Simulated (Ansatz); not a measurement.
Process, species as SMILES: [SiH2](Cl)[SiH3] [chloro(silyl)silane] + 2 [H][H] (H2) -> Cl (HCl) + 2 [SiH4] (SiH4)

Wanted: energy of full hydrogenation (electronic), in kcal/mol. Conventions: spin-orbit terms left out; valence correlation only; 6-31G* and kin with 6d, 5d where marked; non-relativistic; no dispersion term unless named. Basis-set limits of correlation are two-point, X^-3; Hartree-Fock from the larger set. First-principles rows: single points at B3LYP-D3(BJ) geometries (Ansatz, an electronic-structure program).

```
species         coefficient  E at B3LYP/6-31G* (Ansatz), Eh  E at wB97X-V/def2-TZVPD (Ansatz), Eh
--------------  -----------  ------------------------------  ------------------------------------
[SiH3][SiH2]Cl           -1                     -1042.22944                           -1042.10259
[H][H] (H2)              -2                        -1.17549                              -1.17238
Cl (HCl)                 +1                      -460.79566                            -460.74931
[SiH4] (SiH4)            +2                      -291.88365                            -291.83995
```

Coupled cluster (Ansatz) is a level with limits of its own, used here on species with T1 under 0.025 (0.045 for open shells) and stable references: CCSD(T)/CBS(cc-pV(T+d)Z,cc-pV(Q+d)Z). Value to compare with, CCSD(T)/CBS(cc-pV(T+d)Z,cc-pV(Q+d)Z) (Ansatz): 12.8 kcal/mol. 1 Eh = 627.5095 kcal/mol.

Task: Work the quantity out at each level, and compare with CCSD(T)/CBS(cc-pV(T+d)Z,cc-pV(Q+d)Z) (Ansatz).

Result: 
- B3LYP/6-31G*: the sum of coefficient times E is 0.01746 Eh, or 10.96 kcal/mol. Result: 11.0 kcal/mol. Its difference against CCSD(T)/CBS(cc-pV(T+d)Z,cc-pV(Q+d)Z) (Ansatz) is -1.8 kcal/mol.
- wB97X-V/def2-TZVPD: the sum of coefficient times E is 0.01814 Eh, or 11.38 kcal/mol. Result: 11.4 kcal/mol. Its difference against CCSD(T)/CBS(cc-pV(T+d)Z,cc-pV(Q+d)Z) (Ansatz) is -1.4 kcal/mol.
